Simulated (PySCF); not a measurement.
## Reproducing measurements on Si2H6

**What was measured.**

From NIST CCCBDB, for the gas: adiabatic first ionisation energy 9.74 eV.

How close the calculation comes is told at the end.

Compound: Si2H6.
SMILES with atom numbers: `[SiH3:1][SiH3:2]` (hydrogens: H3, H4, H5 on Si1; H6, H7, H8 on Si2)

Cartesian coordinates in Å at the PBE0-D3(BJ)/def2-TZVP level; atoms count from 1:
```xyz
8
Si2H6 angstrom
Si    -1.177    0.151   -0.052
Si     1.149   -0.092    0.004
H     -1.770   -0.782   -1.047
H     -1.533    1.544   -0.434
H     -1.763   -0.140    1.284
H      1.520   -1.484    0.375
H      1.740    0.840    1.001
H      1.725    0.213   -1.333
```

Runs made with PySCF (gas phase, on this PBE0-D3(BJ)/def2-TZVP geometry; no spin–orbit coupling):

```csv
level,job,basis functions,wall time
wB97X-D/aug-cc-pVTZ,"10 singlets by full TDDFT, 4 Tamm–Dancoff triplets, polarisability, ΔSCF ions",238,45 s
CAM-B3LYP/aug-cc-pVTZ,"10 singlets by full TDDFT, 4 Tamm–Dancoff triplets, polarisability",238,27 s
PBE0/aug-cc-pVTZ,"10 singlets by full TDDFT, 4 Tamm–Dancoff triplets, polarisability, dynamic polarisability",238,26 s
B97-2/pcSseg-2,shieldings,170,12 s
```

Hardware: one thread of an Arm Neoverse N1, on a shared host.

**Comparison with experiment**

**Adiabatic first ionisation energy.** Measured: 9.74 eV (NIST CCCBDB).

```tsv
level	computed (eV)	computed − measured (eV)
ΔSCF wB97X-D/aug-cc-pVTZ	10.54	+0.80
−ε(HOMO) CAM-B3LYP/aug-cc-pVTZ	9.67	-0.07
−ε(HOMO) PBE0/aug-cc-pVTZ	8.39	-1.35
−ε(HOMO) wB97X-D/aug-cc-pVTZ	10.20	+0.46
−ε(HOMO) B97-2/pcSseg-2	8.18	-1.56
```

The computed energies are vertical, the measured one adiabatic: relaxation of the ion and zero-point energies lie between them and weren't computed. Orbital energies are listed beside them and aren't ranked.

The geometry is computed, not the measured one. Where a level misses, the cause wasn't examined.
